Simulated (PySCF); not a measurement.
**Ionisation energy of F by level of theory**

F [He] 2s2 2p5 (2P) → F⁺ [He] 2s2 2p4 (3P), as a difference of total energies. Calculation: PySCF 2.14, in x2c-QZVPPall with one added diffuse shell each of s, p, d, f type (8s5p4d3f1g, 73 functions); the spin-free X2C one-electron Hamiltonian (Gaussian nucleus). Correlated levels: valence: 1s2 frozen; valence and next inner shell: nothing frozen. The calculations carry no spin-orbit coupling.

| method | ionisation energy (eV) | error (eV) |
| --- | --- | --- |
| UHF | 15.638 | -1.789 |
| LDA | 17.943 | +0.516 |
| PBE | 17.637 | +0.210 |
| PBE0 | 17.427 | 0.000 |
| r2SCAN | 17.520 | +0.093 |
| r2SCANh | 17.451 | +0.024 |
| M06-L | 17.256 | -0.171 |
| r2SCAN0 | 17.349 | -0.078 |
| HSE06 | 17.441 | +0.014 |
| MP2 (valence) | 17.359 | -0.068 |
| SCS-MP2 (valence) | 17.362 | -0.065 |
| MP2 (valence and next inner shell) | 17.372 | -0.055 |
| SCS-MP2 (valence and next inner shell) | 17.369 | -0.058 |

Reference: 17.427 eV (measured; NIST levels, between the centres of gravity of the two terms).

Errors of the correlated levels include the incompleteness of this basis and the frozen core.
